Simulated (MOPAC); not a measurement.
MOPAC input (PM7):

```
PM7 PRECISE GNORM=0.05 LET XYZ GEO-OK AUX(PRECISION=9) THREADS=1
C2H2O2

C     0.00789300 1    0.76166900 1   -0.01439200 1
C    -0.00789300 1   -0.76166900 1    0.01439200 1
O     1.03758700 1    1.37942600 1   -0.02599300 1
H    -0.99194700 1    1.23600300 1   -0.02342400 1
O    -1.03758700 1   -1.37942600 1    0.02599300 1
H     0.99194700 1   -1.23600300 1    0.02342400 1
```

Output:

```
 *******************************************************************************
 **                                                                           **
 **                              MOPAC v23.2.5                                **
 **                                                                           **
 *******************************************************************************
 ** MOPAC's Digital Object Identifier: https://doi.org/10.5281/zenodo.6511958 **
 **                                                                           **
 ** Please cite the open-source release paper for use of this MOPAC version:  **
 ** J. E. Moussa and J. J. P. Stewart (2026)                                  **
 ** MOPAC: An open-source semiempirical molecular orbital program             **
 ** J. Open Source Softw., 11(119), 8025, https://doi.org/10.21105/joss.08025 **
 *******************************************************************************

                              PM7 CALCULATION RESULTS

 *******************************************************************************
 *  PM7        - The PM7 Hamiltonian to be used
 *  GEO-OK     - OVERRIDE INTERATOMIC DISTANCE AND OTHER SAFETY CHECKS
 *  LET        - OVERRIDE SOME SAFETY CHECKS
 *  PRECISE    - TIGHTER CRITERIA TO BE USED
 *  XYZ        - CARTESIAN COORDINATE SYSTEM TO BE USED
 *  GNORM      - EXIT WHEN GRADIENT NORM DROPS BELOW 0.050
 *  AUX        - OUTPUT AUXILIARY INFORMATION
 *******************************************************************************
PM7 PRECISE GNORM=0.05 LET XYZ GEO-OK AUX(PRECISION=9) THREADS=1
 C2H2O2

   ATOM   CHEMICAL          X               Y               Z
  NUMBER   SYMBOL      (ANGSTROMS)     (ANGSTROMS)     (ANGSTROMS)

     1       C          0.00789300  *   0.76166900  *  -0.01439200  *
     2       C         -0.00789300  *  -0.76166900  *   0.01439200  *
     3       O          1.03758700  *   1.37942600  *  -0.02599300  *
     4       H         -0.99194700  *   1.23600300  *  -0.02342400  *
     5       O         -1.03758700  *  -1.37942600  *   0.02599300  *
     6       H          0.99194700  *  -1.23600300  *   0.02342400  *

          CARTESIAN COORDINATES

    NO.       ATOM           X           Y           Z

     1         C          0.0079      0.7617     -0.0144
     2         C         -0.0079     -0.7617      0.0144
     3         O          1.0376      1.3794     -0.0260
     4         H         -0.9919      1.2360     -0.0234
     5         O         -1.0376     -1.3794      0.0260
     6         H          0.9919     -1.2360      0.0234

 General Reference for PM7:
 "Optimization of Parameters for Semiempirical Methods VI: More Modifications to the
 NDDO Approximations and Re-optimization of Parameters", J. J. P. Stewart, J. Mol. Mod., 1:32, 19 (2013)
 https://link.springer.com/article/10.1007/s00894-012-1667-x

           Empirical Formula: C2 H2 O2  =     6 atoms

      MOLECULAR POINT GROUP   :   C2h

      RHF CALCULATION, NO. OF DOUBLY OCCUPIED LEVELS = 11

          Geometry optimization using EF

          DIAGONAL MATRIX USED AS START HESSIAN

 CYCLE:     1  GRAD.:    27.200 HEAT: -52.10565
 CYCLE:     2  GRAD.:   272.230 HEAT: -39.33473
 CYCLE:     3  GRAD.:   163.814 HEAT: -47.69780
 CYCLE:     4  GRAD.:   238.986 HEAT: -39.23987
 CYCLE:     5  GRAD.:    92.083 HEAT: -46.40319
 CYCLE:     6  GRAD.:   106.046 HEAT: -48.56224
 CYCLE:     7  GRAD.:    23.734 HEAT: -52.40006
 CYCLE:     8  GRAD.:     6.686 HEAT: -52.52260
 CYCLE:     9  GRAD.:     1.170 HEAT: -52.53204
 CYCLE:    10  GRAD.:    10.089 HEAT: -52.52038
 CYCLE:    11  GRAD.:     1.375 HEAT: -52.53174
 CYCLE:    12  GRAD.:     1.464 HEAT: -52.53178
 CYCLE:    13  GRAD.:     0.050 HEAT: -52.53279

     GRADIENT =  0.04959 IS LESS THAN CUTOFF =  0.05000

 -------------------------------------------------------------------------------
 PM7 PRECISE GNORM=0.05 LET XYZ GEO-OK AUX(PRECISION=9) THREADS=1
 C2H2O2

     GEOMETRY OPTIMISED USING EIGENVECTOR FOLLOWING (EF).
     SCF FIELD WAS ACHIEVED

                              PM7 CALCULATION
                                                       MOPAC v23.2.5 Linux

          FINAL HEAT OF FORMATION =        -52.53279 KCAL/MOL =    -219.79719 KJ/MOL

          COSMO AREA              =         86.81 SQUARE ANGSTROMS
          COSMO VOLUME            =         68.85 CUBIC ANGSTROMS

          GRADIENT NORM           =          0.04959          =       0.02024 PER ATOM
          IONIZATION POTENTIAL    =         10.263133 EV
          HOMO LUMO ENERGIES (EV) =        -10.263 -1.059
          NO. OF FILLED LEVELS    =         11
          MOLECULAR WEIGHT        =         58.0366         POINT GROUP:  C2h

          MOLECULAR DIMENSIONS (Angstroms)

            Atom       Atom       Distance
            O     5    O     3     3.42245
            H     6    H     4     3.08993
            C     1    C     2     0.00000

          SCF CALCULATIONS        =         14

   ATOM   CHEMICAL          X               Y               Z
  NUMBER   SYMBOL      (ANGSTROMS)     (ANGSTROMS)     (ANGSTROMS)

     1       C         -0.00989273  *   0.76380231  *  -0.01443373  *
     2       C          0.00988793  *  -0.76381176  *   0.01443391  *
     3       O          1.03146118  *   1.36518540  *  -0.02572429  *
     4       H         -0.98646569  *   1.25706534  *  -0.02382174  *
     5       O         -1.03145486  *  -1.36517807  *   0.02572415  *
     6       H          0.98645712  *  -1.25706198  *   0.02382168  *

                             CARTESIAN COORDINATES

   1    C       -0.009892730     0.763802314    -0.014433728
   2    C        0.009887926    -0.763811757     0.014433906
   3    O        1.031461176     1.365185402    -0.025724290
   4    H       -0.986465692     1.257065344    -0.023821740
   5    O       -1.031454864    -1.365178066     0.025724152
   6    H        0.986457124    -1.257061975     0.023821677

           Empirical Formula: C2 H2 O2  =     6 atoms

      MOLECULAR POINT GROUP   :   C2h

                  EIGENVALUES
 -32.04095 -31.87854 -25.11086 -21.29239 -17.03013 -16.67478 -15.59907 -14.84784
 -14.03362 -12.17964 -10.26313  -1.05940   0.80484   2.33110   3.83669   4.26690
   4.31031   4.90374

              NET ATOMIC CHARGES AND DIPOLE CONTRIBUTIONS

  ATOM NO.   TYPE          CHARGE      No. of ELECS.   s-Pop       p-Pop
    1          C           0.225708        3.7743     1.17327     2.60102
    2          C           0.225724        3.7743     1.17326     2.60102
    3          O          -0.364664        6.3647     1.87930     4.48537
    4          H           0.138949        0.8611     0.86105
    5          O          -0.364664        6.3647     1.87929     4.48538
    6          H           0.138947        0.8611     0.86105
 DIPOLE           X         Y         Z       TOTAL
 POINT-CHG.    -0.000    -0.000     0.000     0.000
 HYBRID        -0.000     0.000    -0.000     0.000
 SUM           -0.000    -0.000     0.000     0.000

          ATOMIC ORBITAL ELECTRON POPULATIONS

     Atom    s        px        py        pz
    1  C   1.17327   0.94828   0.95812   0.69463
    2  C   1.17326   0.94827   0.95811   0.69463
    3  O   1.87930   1.42971   1.75003   1.30563
    4  H   0.86105
    5  O   1.87929   1.42971   1.75004   1.30563
    6  H   0.86105

 **********************
 *                    *
 * JOB ENDED NORMALLY *
 *                    *
 **********************

 == MOPAC DONE ==
```

The geometry given is a B3LYP-D3(BJ)/def2-TZVP minimum.
